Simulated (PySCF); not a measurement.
Isomers of C4H5NO. The calculation used TDDFT wB97X-D/def2-SVPD, vertical, gas phase, core orbitals frozen in the response (PySCF 2.14.0, density-fitted response routines). Geometries: GFN2-xTB; one conformer of each isolated species. Triplets are in the Tamm–Dancoff approximation. 'Strongest' means the level of largest summed f among the lowest 8 singlets; it needn't be the same kind of state in each.

**Question.** Rank by computed lowest singlet excitation energy, lowest first.
A. `NCC#CC=O`
B. `O=C=NC1CC1`
C. `[H]/N=C(\C=O)C=C`
D. `c1coc(N)c1`

**Answer.** C (3.20 eV), A (3.95 eV), D (5.46 eV), B (6.06 eV).

```tsv
SMILES	S1 (eV)	f (strongest)	strongest (eV)	HOMO (eV)	LUMO (eV)	gap (eV)	S1 mainly
[H]/N=C(/C=C)C=O	3.20	0.28	7.08	-9.71	-1.10	8.61	H→L (94%)
NCC#CC=O	3.95	0.15	5.73	-9.53	-0.18	9.35	H-1→L (93%)
Nc1ccco1	5.46	0.23	5.77	-7.33	2.33	9.66	H→L (94%)
O=C=NC1CC1	6.06	0.07	8.10	-9.33	1.88	11.21	H→L (77%)
```

H and L stand for HOMO and LUMO.
